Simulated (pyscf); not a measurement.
Routes from H₃Si–CH(Cl)–Cl (SMILES [SiH3]C(Cl)Cl)

Candidate steps break at most two bonds and form at most two. Each was searched with GFN2-xTB (tblite) first. Optimised with ωB97X-D3(BJ)/def2-SVP in PySCF. Energies: ωB97M-D3(BJ)/def2-TZVP, kcal/mol, from the reactant's lowest minimum found, singlet surface; ΔG‡ with ideal gas, 1 atm, RRHO with modes under 100 cm⁻¹ raised to 100, one conformer, R ln 2 for chiral ones without a mode under 150 cm⁻¹.

| products | type | ΔE‡ | ΔE | ΔG‡ 298 K | ΔG‡ 900 K | ν‡ (cm⁻¹) |
|---|---|---|---|---|---|---|
| Cl–C:–Cl [singlet] + SiH₄ | 1,1-elimination | 81.4 | +76.8 | 77.2 | 76.8 | 387i |
| H₂Si=C(Cl)–Cl + H₂ | elimination | 99.2 | +58.4 | 94.2 | 93.8 | 864i |

Row 1: On the reactant side the descent ends in a point that may be a rotor saddle (no frequency run), 3.0 kcal/mol over the lowest minimum found and 81.3 kcal/mol under the saddle at ωB97X-D3(BJ)/def2-TZVP. 

Under all of these lies the exit to H₃Si–CH•–Cl + Cl• (no saddle counted: cutting one bond costs +76.0 kcal/mol at ωB97M-D3(BJ)/def2-TZVP). Plain bond fissions and candidates not yet searched are not listed, and one of them may be faster. Each barrier is that of the saddle found; lower ones may exist. A restricted solution here is unstable towards spin polarisation, so biradical character is likely and single-reference numbers are less safe.
